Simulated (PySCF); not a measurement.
Compound: C2HCl2 (doublet state).
Numbering: `[CH:1]=[C:2]([Cl:3])[Cl:4]` (hydrogens: H5 on C1)

Method: PySCF, UKS B3LYP, pcH-1 on C Cl H, non-relativistic, mean-field spin-orbit, GIAO. Geometry: GFN2-xTB; no solvent, vibrations or thermal averaging. The geometry wasn't refined by DFT: couplings that depend on bond lengths, twists or pyramidal angles can differ widely from those at the functional's own minimum.

**Question.** Match the computed a_iso(13C) values +231.3, -17.7 MHz with the sites C1; C2.

**Answer.** 
```tsv
site	a_iso (MHz)	ρ(0) (bohr⁻³)	position	distance from C1 (Å)	spin population	largest |T| (MHz)
C1	+231.3	+0.2062	largest spin population	0.00	+0.99	143.9
C2	-17.7	-0.0156	1 bond from C1	1.28	-0.13	19.1
```

**Question.** Match the computed a_iso(35Cl) values +22.5, +13.2 MHz with the sites Cl3; Cl4.

**Answer.** 
| site | a_iso (MHz) | ρ(0) (bohr⁻³) | position | distance from C1 (Å) | bound to | spin population there | largest \|T\| (MHz) |
| --- | --- | --- | --- | --- | --- | --- | --- |
| Cl3 | +22.5 | +0.0497 | 2 bonds from C1 | 2.70 | C2 | -0.13 | 53.4 |
| Cl4 | +13.2 | +0.0299 | 2 bonds from C1 | 2.68 | C2 | -0.13 | 23.8 |

ρ(0) is the spin density at the nucleus and T the dipolar tensor; a_iso includes a spin–orbit part. The largest Mulliken spin populations are on C1 (+0.99), C2 (-0.13) and Cl3 (+0.12). No atom but C1 exceeds +0.15.

Time: 51 s wall (with the writing of density and orbital grids); peak memory 0.44 GiB. Hardware: Intel Xeon at 2.50 GHz, one thread, no GPU, shared host.
